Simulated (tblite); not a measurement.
Input of a run (GFN2-xTB geometry optimisation, gas phase (tblite 0.8.0)), started from a force field or distance geometry:
```
{"job": {"kind": "relax", "xc": "GFN2-xTB", "basis": "xTB"}, "charge": 0, "multiplicity": 1}
C      2.838500    -0.909400     0.644900
P      1.281300    -0.521100     1.117700
C      0.092400     0.346800     0.020800
C      0.260300     1.860700     0.064700
C     -1.351900     0.067700     0.378100
C     -1.730200    -1.395300     0.286300
H      3.547400    -1.417000     1.282100
H      3.195800    -0.645900    -0.346000
H      0.261400     0.020700    -1.014300
H     -0.683900     2.300700     0.500900
H      0.363900     2.226000    -0.966100
H      1.125100     2.131700     0.720800
H     -2.034300     0.623400    -0.331100
H     -1.572300     0.506400     1.370000
H     -2.503600    -1.527000     1.088400
H     -2.213100    -1.577600    -0.672700
H     -0.883900    -2.078800     0.495000
```

Output (eV, eV/Å):
```
step      E/eV     max force
  0    -510.27099    3.209
  1    -510.54734    1.734
  2    -510.68375    0.669
  3    -510.74062    0.606
  4    -510.78377    0.616
  5    -510.81664    0.636
  6    -510.84721    0.460
  7    -510.87395    0.649
  8    -510.89890    0.570
  9    -510.91953    0.431
 10    -510.93357    0.320
 11    -510.94943    0.517
 12    -510.96994    0.625
 13    -510.98982    0.444
 14    -511.00659    0.298
 15    -511.01940    0.275
 16    -511.02994    0.377
 17    -511.03877    0.262
 18    -511.04456    0.190
 19    -511.04929    0.213
 20    -511.05506    0.297
 21    -511.06176    0.315
 22    -511.06880    0.192
 23    -511.07566    0.211
 24    -511.08208    0.188
 25    -511.08765    0.225
 26    -511.09177    0.156
 27    -511.09461    0.136
 28    -511.09720    0.119
 29    -511.09994    0.161
 30    -511.10255    0.130
 31    -511.10491    0.108
 32    -511.10721    0.118
 33    -511.10988    0.163
 34    -511.11344    0.165
 35    -511.11851    0.184
 36    -511.12615    0.236
 37    -511.13685    0.298
 38    -511.14842    0.359
 39    -511.11800    0.753
 40    -511.16462    0.279
 41    -511.17171    0.232
 42    -511.18619    0.308
 43    -511.19120    0.160
 44    -511.19447    0.103
 45    -511.19702    0.095
 46    -511.19943    0.133
 47    -511.20170    0.132
 48    -511.20381    0.104
 49    -511.20534    0.091
 50    -511.20647    0.094
 51    -511.20775    0.105
 52    -511.20900    0.075
 53    -511.21001    0.089
 54    -511.21076    0.081
 55    -511.21153    0.117
 56    -511.21237    0.084
 57    -511.21369    0.079
 58    -511.21442    0.089
 59    -511.21668    0.156
 60    -511.21905    0.151
 61    -511.22152    0.097
 62    -511.22320    0.095
 63    -511.22452    0.095
 64    -511.22602    0.124
 65    -511.22703    0.107
 66    -511.22805    0.050
 67    -511.22844    0.035
 68    -511.22861    0.037
 69    -511.22873    0.037
 70    -511.22890    0.020
 71    -511.22897    0.015
 72    -511.22900    0.010
 73    -511.22902    0.012
 74    -511.22904    0.011
 75    -511.22906    0.010
```

Question: Summarise the run.

Answer: The energy falls by 22.1 kcal/mol over 75 L-BFGS steps, the largest force on an atom goes from 3.21 to 0.010 eV/Å, and the atoms move by 0.494 Å rms after alignment. The bond that changes most is P2–C3 (ends: phosphorus bonded to 2 C; sp3 carbon bound to phosphorus), which lengthens by 0.051 Å. Bonds longer at the end by more than 0.005 Å: 3 of 16; shorter: 9. Among the angles that change most is C1–P2–C3, from 122.9° to 100.9°. Among the dihedrals that turn most is H9–C3–C4–H12, from -117° to -59°. The energy rose by more than 1e-5 eV at step 39. The first step brought 29 % of the lowering.

Question: What are the final bond lengths?

Answer: C1=P2 1.662 Å, P2–C3 1.887 Å, C3–C4 1.528 Å, C3–C5 1.529 Å, C5–C6 1.523 Å, C1–H7 1.077 Å, C1–H8 1.078 Å, C3–H9 1.096 Å, C4–H10 1.089 Å, C4–H11 1.089 Å, C4–H12 1.089 Å, C5–H13 1.094 Å, C5–H14 1.093 Å, C6–H15 1.088 Å, C6–H16 1.088 Å, C6–H17 1.090 Å. Numbering counts from 1 in the input's order; the species is `[C@H](CC)(C)P=C`.

The run took 0.45 s wall on one thread of an Arm Neoverse V1, on a shared host.

Its GFN2-xTB frequencies are all real (lowest 35 cm⁻¹). The numbers are those of one conformer.

These are computed values.
